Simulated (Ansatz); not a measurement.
Band gap of 1T (CdI2-type) PtSe2: levels of theory against measurement

Reference value: 0 eV (measured, temperature not stated, not corrected to a static lattice, semimetal, ARPES; as tabulated in Two-dimensional noble-metal chalcogenides and phosphochalcogenides, Angew. …).

```csv
level (code),value (eV),cell (Å³/atom),difference (eV)
PBE+SOC (Ansatz),0.78 (indirect),26.34,+0.78
PBEsol+SOC (Ansatz),0.00,20.37,0.00
r²SCAN+SOC (Ansatz),0.00,20.37,0.00
```

The reference is too small against the doubts on it for a ranking.

Computed values are for a static lattice; measured ones hold zero-point and thermal shifts unless a correction is named. A gap of zero means that the bands touch or overlap; how far they overlap is not shown.  PBE+SOC: the cell comes from a level without a dispersion term, which matters for the spacing of layers, chains or molecules. Values are at the measured cell (atoms relaxed with PBEsol); PBE+SOC at the level's own relaxed cell. Cutoffs differ between the levels. Ansatz's density-functional and Hartree–Fock values are scalar-relativistic unless marked +SOC, with PAW data made under PBE.

Differences are worked out from the printed values.

Ansatz is a first-principles code.
